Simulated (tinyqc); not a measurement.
Harmonic frequencies on the RHF/sto-3g surface (energies and gradients from PySCF), for LiH, spin multiplicity 1, step by step. One step of it, computed by the program tinyqc.

Question. One row of the Hessian: 2Hz. Displace 2Hz by +/-0.01 bohr; H(k, :) = (g(+) - g(-)) / (2 delta).

optimised positions (bohr), order 1Li, 2H:
$$\begin{pmatrix}
0.000000 & 0.000000 & -0.007330 \\
0.000000 & 0.000000 & 2.847589
\end{pmatrix}$$

gradient at +delta (hartree/bohr), order 1Li, 2H:
$$\begin{pmatrix}
0.00000000 & 0.00000000 & -0.00114173 \\
0.00000000 & 0.00000000 & 0.00114173
\end{pmatrix}$$

gradient at -delta (hartree/bohr), order 1Li, 2H:
$$\begin{pmatrix}
0.00000000 & 0.00000000 & 0.00118293 \\
0.00000000 & 0.00000000 & -0.00118293
\end{pmatrix}$$

Give: row of the Hessian.

Answer.

row of the Hessian (hartree/bohr^2): 1Lix 0.00000, 1Liy 0.00000, 1Liz -0.11623, 2Hx 0.00000, 2Hy 0.00000, 2Hz 0.11623
